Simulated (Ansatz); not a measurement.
**AlH₃+ (doublet): from Hartree-Fock to the top rungs at distance Al1–H3 = 1.560 Å, cc-pVTZ**

How much of the correlation energy of AlH₃+ (doublet) does each wave-function method recover here?

Computed with Ansatz 0.2.0, Gaussian basis. Level: cc-pVTZ, core rule «outside noble gas», up to 5 orbitals frozen.

Plan: UHF; CCSD(T) on ROHF; CCSD(T) on UHF; BCCD(T) on ROHF; CCSDT(Q) on ROHF; CCSDT(Q) on UHF; CASSCF and MRCISD+Q, 3 electrons in 3 orbitals; CASSCF and NEVPT2, 3 electrons in 3 orbitals; CASSCF and MRCISD+Q, 5 electrons in 7 orbitals; CASSCF and NEVPT2, 5 electrons in 7 orbitals; Full CI.

22 further runs of the same task are left out: 20 for a known fault of the program, 2 that didn't finish.

### Step 1. What is computed

The geometry derives from a PBE0/def2-TZVP stationary point (not a proven minimum). One bond is set to the value named and the two fragments are kept rigid.

4 atoms, charge 1, spin multiplicity 2.

Atoms are counted from 1 here; the program's logs count them from 0.

Bond lengths: Al1–H2 1.560 Å, Al1–H3 1.560 Å. Angles: H2–Al1–H3 167.6°.

### Step 2. UHF

The input, in.yaml:

```yaml
crystal:
  periodic: [false, false, false]
  atoms:
    - {symbol: Al, position_ang: [0.000000, 0.057143, 0.000000]}
    - {symbol: H, position_ang: [0.000000, 0.226182, -1.551199]}
    - {symbol: H, position_ang: [0.000000, 0.226189, 1.551197]}
    - {symbol: H, position_ang: [0.000000, -1.982029, 0.000004]}
basis:
  gaussian: {orbitals: cc-pVTZ}
total_charge: 1
magnetization: {spin_polarized: true, initial_magnetization: 1}
hamiltonian: {xc: hf}
output: {orbitals: {seedname: orbitals}}
```

On the command line:

```sh
ansatz run in.yaml --threads 1 --pin off --events-out ev --progress --plain --max-ram 4096MiB --backend cpu
```

Further steps of the session: CCSD(T) on ROHF; CCSD(T) on UHF; BCCD(T) on ROHF; CCSDT(Q) on ROHF; CCSDT(Q) on UHF; CASSCF and MRCISD+Q, 3 electrons in 3 orbitals; CASSCF and NEVPT2, 3 electrons in 3 orbitals; CASSCF and MRCISD+Q, 5 electrons in 7 orbitals; CASSCF and NEVPT2, 5 electrons in 7 orbitals; Full CI.

Before running them: what should the planned runs give, taken together? Wanted: FCI below the RHF energy; RMP2 from FCI; UMP2 from FCI; RCCSD from FCI; RCCSD(T) from FCI; UCCSD(T) from FCI; RCCSDT(Q) from FCI; UCCSDT(Q) from FCI; NEVPT2 pair from FCI.

The runs gave:

| quantity | value |
| --- | --- |
| FCI below the RHF energy | -2.2960 eV |
| RMP2 from FCI | +544.7 meV |
| UMP2 from FCI | +538.8 meV |
| RCCSD from FCI | +40.5 meV |
| RCCSD(T) from FCI | +11.5 meV |
| UCCSD(T) from FCI | +11.3 meV |
| RCCSDT(Q) from FCI | +0.3 meV |
| UCCSDT(Q) from FCI | +0.2 meV |
| NEVPT2 pair from FCI | +557.7 meV |
| MRCISD+Q pair from FCI | -18.7 meV |
| NEVPT2 valence from FCI | +303.3 meV |
| levels within 1 kcal/mol (43 meV) | RCCSD, UCCSD, RCCSD(T), UCCSD(T), BCCD(T), RCCSDT, UCCSDT, RCCSDT(Q), UCCSDT(Q), MRCISD+Q pair, MRCISD valence, MRCISD+Q valence |
| T1 diagnostic | 0.021 |
| effectively unpaired electrons | 1.03 |

**Reading.** RCCSD(T) lands +11.5 meV from the yardstick (0.5 % of the correlation energy). MRCISD+Q pair falls below full CI: the +Q correction isn't variational, and the cores differ from full CI's. One determinant dominates. Of the multireference levels listed MRCISD+Q valence comes nearest in total energy (+0.5 meV), which doesn't show that its space is the better one. These misses are within one basis, not against nature; the frozen cores of restricted and unrestricted runs differ, which can shift their rows.
